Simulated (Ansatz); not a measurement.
`CC=C=C=N` → `[CH2]` (triplet) + `C=C=C=N`  (formal loss of a carbene)

Isolated molecules relaxed with PBE0-D4/def2-TZVP in Ansatz; ΔE leaves out vibrations. CCSD(T)/CBS adds triple-zeta CCSD(T) − MP2 to the extrapolated MP2 energy (def2 sets, frozen cores). This one scheme is used for every species. DFT in def2-TZVPP. Triplets are unrestricted, without spin–orbit coupling. One conformer a species, not always the lowest.

Q: Is it downhill or uphill in electronic energy at CCSD(T)/CBS, and by how much? (An estimate is asked.)

A: Computed: Uphill: ΔE = +451.4 kJ/mol.

Q: What do these levels give: r2SCAN-D4, B97M-V, CAM-B3LYP-D4, ωB97X-V, revPBE, r2SCAN, r2SCAN0, CAM-B3LYP, HF/def2-SVP, HF/def2-TZVPP, CCSD/def2-TZVPP, MP2/CBS(def2)? (Best estimate.)

A: Ansatz gave: r2SCAN-D4 432.8, B97M-V 455.1, CAM-B3LYP-D4 450.2, ωB97X-V 462.7, revPBE 430.7, r2SCAN 431.4, r2SCAN0 427.0, CAM-B3LYP 445.7, HF/def2-SVP 313.5, HF/def2-TZVPP 306.0, CCSD/def2-TZVPP 428.2, MP2/CBS(def2) 467.6 kJ/mol.

Largest T1 diagnostic among the species: 0.016.

The D4 term adds +8.1 kJ/mol with B3LYP and +4.4 kJ/mol with PBE0; it sums over pairs of atoms, weighted by their polarisabilities, and B3LYP, whose exchange is more repulsive, gets the larger term. From BLYP to BHLYP (50 % exact exchange), in def2-TZVPP and without D4, ΔE moves by −5.9 kJ/mol.

B3LYP here is the variant with VWN-RPA as its local correlation; programs differ in this.
